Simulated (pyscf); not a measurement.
## Substitution at C: H₃C–C≡N + H• → H₃C–C≡N + H•

Gas phase, doublet surface, charge 0. Bonds broken: C1–H4. Bonds formed: C1–H7. Optimised with ωB97X-D3(BJ)/def2-SVP in PySCF. MP2 and CC: frozen core, UHF for open shells. ΔMP2 is the change of the MP2 total energy from the triple- to the quadruple-zeta basis.

Transition state (Å):

```xyz
7

C     -0.7036     0.2390    -0.3955
C     -0.7288    -0.9785     0.4225
N     -0.7479    -1.9377     1.0669
H     -2.0048     0.1364    -0.7363
H     -0.4496     0.1559    -1.4650
H     -0.9386     1.2051     0.0808
H      0.6009     0.4786    -0.1473
```

One imaginary mode, 1987i cm⁻¹; descent along it reached the two sides named.

```tsv
bond	change	reactant side (Å)	saddle	product side
C1–H4	breaks	1.099	1.349	3.7
C1–H7	forms	3.7	1.349	1.099
```

Electronic energies relative to the separated reactants (kJ/mol):

| level | barrier | reaction energy | reverse barrier |
|---|---|---|---|
| ωB97X-D3(BJ)/def2-TZVP | 186.6 | 0.0 | 186.6 |
| PBE/def2-TZVP | 147.4 | 0.0 | 147.4 |
| r²SCAN/def2-TZVP | 148.0 | 0.0 | 148.0 |
| B3LYP-D3(BJ)/def2-TZVP | 161.8 | 0.0 | 161.8 |
| PBE0-D3(BJ)/def2-TZVP | 163.0 | 0.0 | 163.0 |
| M06-2X/def2-TZVP | 182.5 | 0.0 | 182.5 |
| ωB97M-D3(BJ)/def2-TZVP | 181.2 | 0.0 | 181.2 |
| HF/def2-TZVP | 250.2 | 0.0 | 250.2 |
| MP2/def2-QZVPP | 205.1 | 0.0 | 205.1 |
| CCSD/def2-TZVPP | 189.5 | 0.0 | 189.5 |
| CCSD(T)/def2-TZVPP | 183.0 | 0.0 | 183.0 |
| CCSD(T)/def2-TZVPP + ΔMP2(QZVPP) | 181.3 | 0.0 | 181.3 |

With CCSD(T)/def2-TZVPP + ΔMP2(QZVPP) energies and thermal terms (ideal gas, 1 atm, RRHO with modes under 100 cm⁻¹ raised to 100, one conformer, R ln 2 for rigid chiral ones), in kJ/mol:

| T (K) | ΔH‡ | ΔG‡ | ΔH | ΔG |
|---|---|---|---|---|
| 298 | 173.0 | 203.0 | 0.0 | 0.0 |
| 600 | 170.4 | 234.6 | 0.0 | 0.0 |
| 900 | 169.6 | 266.9 | 0.0 | 0.0 |
| 1200 | 169.2 | 299.4 | 0.0 | 0.0 |

The same reactants have a lower exit, to H₃C–C•=NH (barrier +36.2 kJ/mol at ωB97M-D3(BJ), against +181.2 kJ/mol here). One saddle was located; it need not be the lowest between these sides. The angle at the attacked C is 173°. The CCSD(T) − MP2 part came from Ansatz, without density fitting, on the same reference.
